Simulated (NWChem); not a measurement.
All runs are NWChem calculations. System: oxygen (O2), charge 0, spin multiplicity 3, at a geometry optimised with UB3LYP/def2-SVP. Its SCF solution wasn't tested for a lower state. Level: UHF/def2-TZVP.

Input file:

```
start mol
memory heap 200 mb stack 800 mb global 1000 mb
geometry units angstroms nocenter noautoz
  O      0.000000     0.000000     0.599976
  O      0.000000     0.000000    -0.599976
  symmetry group D2h
end
basis spherical
  * library def2-tzvp
end
scf
  uhf
  nopen 2
  maxiter 100
  thresh 1e-7
  semidirect memsize 60000000 filesize 0
  # guess.movecs holds the orbitals of an unrestricted PBE0 run
  vectors input guess.movecs output mol.movecs
end
task scf energy
```

NWChem printed:

```
             Northwest Computational Chemistry Package (NWChem) 7.3.0
             --------------------------------------------------------

                                NWChem Input Module
                                -------------------

 Scaling coordinates for geometry "geometry" by  1.889725989
 (inverse scale =  0.529177249)

 Turning off AUTOSYM since
 SYMMETRY directive was detected!

                             Geometry "geometry" -> ""
                             -------------------------

 Output coordinates in angstroms (scale by  1.889725989 to convert to a.u.)

  No.       Tag          Charge          X              Y              Z
 ---- ---------------- ---------- -------------- -------------- --------------
    1 O                    8.0000     0.00000000     0.00000000     0.59997600
    2 O                    8.0000     0.00000000     0.00000000    -0.59997600

 Effective nuclear repulsion energy (a.u.)      28.2239155699

            Nuclear Dipole moment (a.u.)
            ----------------------------
        X                 Y               Z
 ---------------- ---------------- ----------------
     0.0000000000     0.0000000000     0.0000000000

      Symmetry information
      --------------------

 Group name             D2h
 Group number             26
 Group order               8
 No. of unique centers     1

      Symmetry unique atoms

     1


 Summary of "ao basis" -> "" (spherical)
 ------------------------------------------------------------------------------
       Tag                 Description            Shells   Functions and Types
 ---------------- ------------------------------  ------  ---------------------
 *                         def2-tzvp                  on all atoms

 Summary of "ao basis" -> "ao basis" (spherical)
 ------------------------------------------------------------------------------
       Tag                 Description            Shells   Functions and Types
 ---------------- ------------------------------  ------  ---------------------
 O                         def2-tzvp                11       31   5s3p2d1f

                                 NWChem SCF Module
                                 -----------------

  ao basis        = "ao basis"
  functions       =    62
  atoms           =     2
  alpha electrons =     9
  beta  electrons =     7
  charge          =   0.00
  wavefunction    = UHF
  use symmetry    = T
  symmetry adapt  = T

 Summary of "ao basis" -> "ao basis" (spherical)
 ------------------------------------------------------------------------------
       Tag                 Description            Shells   Functions and Types
 ---------------- ------------------------------  ------  ---------------------
 O                         def2-tzvp                11       31   5s3p2d1f

      Symmetry analysis of basis
      --------------------------

        ag         14
        au          3
        b1g         3
        b1u        14
        b2g         7
        b2u         7
        b3g         7
        b3u         7

 Forming initial guess at       0.1s

   Symmetry analysis of molecular orbitals - initial alpha
   -------------------------------------------------------

  Numbering of irreducible representations:

     1 ag          2 au          3 b1g         4 b1u         5 b2g
     6 b2u         7 b3g         8 b3u

  Orbital symmetries:

     1 ag          2 b1u         3 ag          4 b1u         5 b2u
     6 b3u         7 ag          8 b3g         9 b2g        10 b1u
[...]
              MO Center=  3.5D-34, -5.6D-25, -2.4D-17, r^2= 2.7D+00
   Bfn.  Coefficient  Atom+Function         Bfn.  Coefficient  Atom+Function
  ----- ------------  ---------------      ----- ------------  ---------------
    13      0.739241  1 O  py                44      0.739241  2 O  py
    10     -0.466193  1 O  py                41     -0.466193  2 O  py
     7     -0.165135  1 O  py                38     -0.165135  2 O  py

                     UHF Final Beta Molecular Orbital Analysis
                     -----------------------------------------

 Vector    5  Occ=1.000000D+00  E=-7.060416D-01  Symmetry=ag
              MO Center= -8.0D-36, -6.6D-36,  9.2D-17, r^2= 1.2D+00
   Bfn.  Coefficient  Atom+Function         Bfn.  Coefficient  Atom+Function
  ----- ------------  ---------------      ----- ------------  ---------------
     8      0.326721  1 O  pz                39     -0.326721  2 O  pz
    11      0.278808  1 O  pz                42     -0.278808  2 O  pz
     5      0.185352  1 O  s                 36      0.185352  2 O  s

 Vector    6  Occ=1.000000D+00  E=-5.805743D-01  Symmetry=b2u
              MO Center=  3.1D-18,  2.8D-18,  2.1D-17, r^2= 9.1D-01
   Bfn.  Coefficient  Atom+Function         Bfn.  Coefficient  Atom+Function
  ----- ------------  ---------------      ----- ------------  ---------------
     7      0.293482  1 O  py                38      0.293482  2 O  py
    10      0.277277  1 O  py                41      0.277277  2 O  py
    13      0.172929  1 O  py                44      0.172929  2 O  py

 Vector    7  Occ=1.000000D+00  E=-5.805743D-01  Symmetry=b3u
              MO Center=  2.4D-18, -3.4D-18,  1.6D-17, r^2= 9.1D-01
   Bfn.  Coefficient  Atom+Function         Bfn.  Coefficient  Atom+Function
  ----- ------------  ---------------      ----- ------------  ---------------
     6      0.293482  1 O  px                37      0.293482  2 O  px
     9      0.277277  1 O  px                40      0.277277  2 O  px
    12      0.172929  1 O  px                43      0.172929  2 O  px

 Vector    8  Occ=0.000000D+00  E= 1.058805D-01  Symmetry=b3g
              MO Center= -4.9D-20, -9.9D-19, -7.5D-18, r^2= 1.4D+00
   Bfn.  Coefficient  Atom+Function         Bfn.  Coefficient  Atom+Function
  ----- ------------  ---------------      ----- ------------  ---------------
    13      0.522174  1 O  py                44     -0.522174  2 O  py
     7      0.319768  1 O  py                38     -0.319768  2 O  py
    10      0.279806  1 O  py                41     -0.279806  2 O  py

 Vector    9  Occ=0.000000D+00  E= 1.058805D-01  Symmetry=b2g
              MO Center= -3.8D-19,  8.7D-19, -6.2D-17, r^2= 1.4D+00
   Bfn.  Coefficient  Atom+Function         Bfn.  Coefficient  Atom+Function
  ----- ------------  ---------------      ----- ------------  ---------------
    12      0.522174  1 O  px                43     -0.522174  2 O  px
     6      0.319768  1 O  px                37     -0.319768  2 O  px
     9      0.279806  1 O  px                40     -0.279806  2 O  px

 Vector   10  Occ=0.000000D+00  E= 3.789864D-01  Symmetry=b1u
              MO Center=  6.7D-24,  2.1D-24, -3.1D-16, r^2= 3.7D+00
   Bfn.  Coefficient  Atom+Function         Bfn.  Coefficient  Atom+Function
  ----- ------------  ---------------      ----- ------------  ---------------
     5      2.719555  1 O  s                 36     -2.719555  2 O  s
    14     -2.059922  1 O  pz                45     -2.059922  2 O  pz
     4      0.293155  1 O  s                 35     -0.293155  2 O  s

 center of mass
 --------------
 x =   0.00000000 y =   0.00000000 z =   0.00000000

 moments of inertia (a.u.)
 ------------------
          41.122283656677           0.000000000000           0.000000000000
           0.000000000000          41.122283656677           0.000000000000
           0.000000000000           0.000000000000           0.000000000000

  Mulliken analysis of the total density
  --------------------------------------

    Atom       Charge   Shell Charges
 -----------   ------   -------------------------------------------------------
    1 O    8     8.00   0.79  1.18  0.62  0.96  0.34  1.75  1.76  0.54  0.01  0.05  0.01
    2 O    8     8.00   0.79  1.18  0.62  0.96  0.34  1.75  1.76  0.54  0.01  0.05  0.01

  Mulliken analysis of the alpha density
  --------------------------------------

    Atom       Charge   Shell Charges
 -----------   ------   -------------------------------------------------------
    1 O    8     4.50   0.40  0.59  0.33  0.49  0.15  1.17  1.09  0.26  0.00  0.02  0.00
    2 O    8     4.50   0.40  0.59  0.33  0.49  0.15  1.17  1.09  0.26  0.00  0.02  0.00

   Mulliken analysis of the beta density
   -------------------------------------

    Atom       Charge   Shell Charges
 -----------   ------   -------------------------------------------------------
    1 O    8     3.50   0.40  0.59  0.29  0.47  0.19  0.58  0.67  0.28  0.00  0.03  0.00
    2 O    8     3.50   0.40  0.59  0.29  0.47  0.19  0.58  0.67  0.28  0.00  0.03  0.00

   Mulliken analysis of the spin density
   -------------------------------------

    Atom       Charge   Shell Charges
 -----------   ------   -------------------------------------------------------
    1 O    8     1.00   0.00 -0.00  0.04  0.02 -0.03  0.59  0.42 -0.02 -0.00 -0.01 -0.00
    2 O    8     1.00   0.00 -0.00  0.04  0.02 -0.03  0.59  0.42 -0.02 -0.00 -0.01 -0.00

       Multipole analysis of the density wrt the origin
       ------------------------------------------------

     L   x y z        total         alpha         beta         nuclear
     -   - - -        -----         -----         ----         -------
     0   0 0 0     -0.000000     -9.000000     -7.000000     16.000000

     1   1 0 0     -0.000000      0.000000     -0.000000      0.000000
     1   0 1 0     -0.000000     -0.000000      0.000000      0.000000
     1   0 0 1     -0.000000     -0.000000      0.000000      0.000000

     2   2 0 0     -7.419079     -4.110251     -3.308828      0.000000
     2   1 1 0      0.000000     -0.000000      0.000000      0.000000
     2   1 0 1     -0.000000     -0.000000     -0.000000      0.000000
     2   0 2 0     -7.419079     -4.110251     -3.308828      0.000000
     2   0 1 1      0.000000      0.000000      0.000000      0.000000
     2   0 0 2     -7.715090    -15.900024    -12.382751     20.567685

 Task  times  cpu:        0.5s     wall:        0.5s

 Total times  cpu:        0.5s     wall:        0.5s
```
